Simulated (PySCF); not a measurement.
Adding and removing an electron: BH

r²SCAN; PySCF, no relativity, basis sets B def2-TZVPPD, H def2-TZVPPD. Neutral (UKS): singlet (closed shell), Re = 1.241 Å, ωe = 2304 cm⁻¹, De = 3.44 eV, HOMO -5.73 eV, LUMO -3.14 eV.

BH⁺ (UKS): doublet (σ ↑), Re = 1.206 Å, ωe = 2536 cm⁻¹, De = 2.86 eV to B⁺ + H. The energies at the minima are -25.26327 hartree for BH and -24.91973 for BH⁺.

Question: Work out the adiabatic ionisation energy, without and with harmonic zero-point energies (1 hartree = 27.2114 eV, 1 eV = 8065.5 cm⁻¹), and the change of the bond length.

Answer: At r²SCAN: 0.34354 hartree = 9.348 eV between the minima; the zero-point term (2536.0 − 2304.0)/2 cm⁻¹ = +0.014 eV makes it 9.363 eV. Re changes by -3.5 pm against the neutral. Minus the HOMO energy is 5.73 eV, -3.62 eV from the value between the minima; self-interaction puts the Kohn–Sham level too high, less so with exact exchange. The electron leaves a σ orbital, and the shorter bond of the ion fits an antibonding orbital, or a change in how ionic the bond is.

BH⁻ (UKS): doublet (π ↑), Re = 1.261 Å, ωe = 2088 cm⁻¹. The energies at the minima are -25.26327 hartree for BH and -25.27613 for BH⁻.

Question: Work out the adiabatic electron affinity, without and with harmonic zero-point energies (1 hartree = 27.2114 eV, 1 eV = 8065.5 cm⁻¹), and the change of the bond length.

Answer: At r²SCAN: 0.01286 hartree = 0.350 eV between the minima; the zero-point term (2304.0 − 2088.0)/2 cm⁻¹ = +0.013 eV makes it 0.363 eV. Re changes by +2.0 pm against the neutral. The electron enters a π orbital, which is non-bonding in a hydride.

For an ion De counts to the pair picked by the measured ionisation energies or electron affinities, which need not be the lowest pair at this level. The highest Kohn–Sham level is positive in this anion. Much of that is self-interaction error, but it also means that the finite basis helps to hold the extra electron. States were picked by a PBE0 search and need not be the measured ground states.
